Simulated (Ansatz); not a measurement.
Wavefunction ladder for C4H7N, SMILES `C=NC(=C)C`

```csv
atom,x (Å),y (Å),z (Å)
C1,1.5602,-0.7236,1.0555
N2,0.3439,-0.8828,0.7658
C3,-0.3163,0.0893,0.0038
C4,-0.3800,1.3653,0.3867
C5,-1.0079,-0.4608,-1.1995
H6,2.0575,-1.4591,1.6864
H7,2.1480,0.1301,0.6970
H8,-0.9586,2.0852,-0.1778
H9,0.0952,1.7007,1.3003
H10,-1.6975,-1.2555,-0.9042
H11,-0.2839,-0.9059,-1.8884
H12,-1.5606,0.3169,-1.7256
```

The species carries charge 0 and has multiplicity 1. The structure was optimised at the PBE0-D4/def2-TZVP level. It is one conformer, not always the lowest. Frozen core, restricted reference, Ansatz 0.2.0. CBS rows extrapolate triple and quadruple zeta; past MP2 they add the triple-zeta difference.

```csv
basis,HF (Eh),MP2 corr.,CCSD corr.,(T),CCSD(T) total
def2-TZVPP,-210.03154,-0.85888,-0.89668,-0.04135,-210.96957
def2-QZVPP,-210.04114,-0.91433,–,–,–
CBS(def2),-210.04246,-0.95540,-0.99320,as TZ,-211.07701
```
